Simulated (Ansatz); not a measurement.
C₈H₁₈ (`CCCC(CC)CC`) from Hartree–Fock to CCSD(T)

```xyz
26

C    -2.441    0.586    1.585
C    -1.127    1.343    1.472
C    -0.481    1.258    0.095
C    -0.143   -0.147   -0.404
C     0.460   -0.058   -1.805
C     0.748   -1.397   -2.462
C     0.730   -0.935    0.577
C     2.103   -0.339    0.844
H    -2.903    0.739    2.563
H    -2.302   -0.490    1.454
H    -3.153    0.920    0.825
H    -1.300    2.398    1.706
H    -0.430    0.982    2.236
H    -1.151    1.724   -0.637
H     0.430    1.867    0.091
H    -1.084   -0.705   -0.501
H     1.378    0.541   -1.771
H    -0.236    0.508   -2.435
H     1.076   -1.265   -3.496
H    -0.145   -2.029   -2.475
H     1.534   -1.948   -1.940
H     0.192   -1.036    1.525
H     0.848   -1.956    0.202
H     2.701   -0.270   -0.069
H     2.035    0.666    1.268
H     2.661   -0.955    1.553
```

The species carries charge 0 and has multiplicity 1. The geometry is a stationary point of PBE0-D4/def2-TZVP. It is one conformer, not always the lowest. Frozen core, restricted reference, the Gaussian-basis code of Ansatz. CBS rows extrapolate triple and quadruple zeta; past MP2 they add the triple-zeta difference.

| basis | HF (Eh) | MP2 corr. | CCSD corr. | (T) | CCSD(T) total |
| --- | --- | --- | --- | --- | --- |
| def2-TZVPP | -313.54421 | -1.42268 | ? | ? | ? |
| def2-QZVPP | ? | ? | – | – | – |
| CBS(def2) | -313.56111 | -1.57408 | -1.66406 | as TZ | -315.28490 |

(1) Fill in the withheld values. (Best estimate.)

Results:

(1) The calculation gave: def2-TZVPP CCSD corr.: -1.51266; def2-TZVPP (T): -0.05973; def2-TZVPP CCSD(T) total: -315.11660; def2-QZVPP HF (Eh): -313.55906; def2-QZVPP MP2 corr.: -1.50966.
